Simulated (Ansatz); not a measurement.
We consider antiferromagnetic (type II) rock-salt MnS, described by PBE-D4 (Ansatz, a quantum-chemistry and plane-wave program, PAW).

Settings: plane-wave cutoff 500 eV, spin-polarised with opposed moments, scalar-relativistic PAW data made under PBE.

Computed at the level's own relaxed cell.

Q: Give the computed volume per atom, magnetic moment (largest site, within a sphere) and lattice parameter a (pseudo-cubic).

A: 
volume per atom: 16.11 Å³/atom
magnetic moment (largest site, within a sphere): 4.00 μB
lattice parameter a (pseudo-cubic): 5.051 Å

Measured, for comparison: equilibrium volume per atom 17.57 Å³/atom, lattice constant a 5.199 Å (4 K, zero-point motion not removed; as tabulated in PSI, practical course at SINQ: magnetic order in MnS). Computed (rounded) less measured: equilibrium volume per atom -8.3 %, lattice constant a -2.8 %.

Moments are spin moments.
